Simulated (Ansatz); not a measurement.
## PH⁺, quartet in cc-pVTZ: errors against full CI

Geometry: that of the PH⁺, doublet, kept fixed. The doublet lies 1.6 eV lower here.

```xyz
2

P     0.0000    0.0000    0.0000
H     0.0000    0.0000    1.4342
```

Basis cc-pVTZ; Ansatz 0.2.0. Only valence electrons are correlated (noble-gas cores frozen), which leaves 5 electrons in 43 orbitals. R marks a restricted (for open shells ROHF) determinant, U an unrestricted one. Active spaces: valence = (5e, 5o) chosen from the atoms' valence shells.

Full CI is exact within this basis and frozen core; it isn't the basis-set limit. The frozen core follows each run's orbitals, which can shift R against U totals by a few meV.

For open shells CISD is restricted-active-space CI with the open shells as a complete middle space.

```
UHF ⟨S²⟩                          : 3.754
T1 diagnostic (RCCSD)             : 0.0342
largest doubles amplitude (RCCSD) : 0.075
T1 diagnostic (UCCSD)             : 0.0300
```

```
                   level  E − E(full CI) (mEh)  share of correlation (%)  wall time
                     RHF                 98.56                      0.00          –
                     UHF                 96.84                      1.75          –
                    RMP2                 23.94                     75.71          –
                    UMP2                 23.89                     75.76          –
                    CISD                  3.36                     96.59      2.9 s
                   RCCSD                  4.21                     95.73          –
                   UCCSD                  4.07                     95.87          –
                RCCSD(T)                  0.90                     99.09      3.9 s
                UCCSD(T)                  0.80                     99.18      4.2 s
                 BCCD(T)                  0.90                     99.09      3.1 s
                  RCCSDT                  0.09                     99.91          –
                  UCCSDT                  0.00                    100.00          –
               RCCSDT(Q)                  0.02                     99.98       23 s
               UCCSDT(Q)                 -0.08                    100.08       20 s
  CASSCF (valence space)                 79.10                     19.74          –
  NEVPT2 (valence space)                 21.28                     78.41      1.5 s
  MRCISD (valence space)                  5.02                     94.91          –
MRCISD+Q (valence space)                  1.79                     98.19        3 s
```

The correlation energy at full CI, counted from RHF, is -2.682 eV. That run took 2.1 min on 1 thread of AMD EPYC, shared host over 1,326,860 determinants.

Times hold each run's SCF and search for its determinant on a shared host, so for small cases they say little of a method's own cost; they ran on 1 thread of AMD EPYC.

The full-CI state has the irrep A2 of C2v, in the program's axes (one component, if the state is degenerate).

Natural occupations of full CI about the gap: 1.938 0.996 0.985 0.985 0.026 0.013 0.013 0.011 0.011 0.006; effectively unpaired electrons, Σ n²(2−n)², 3.02.
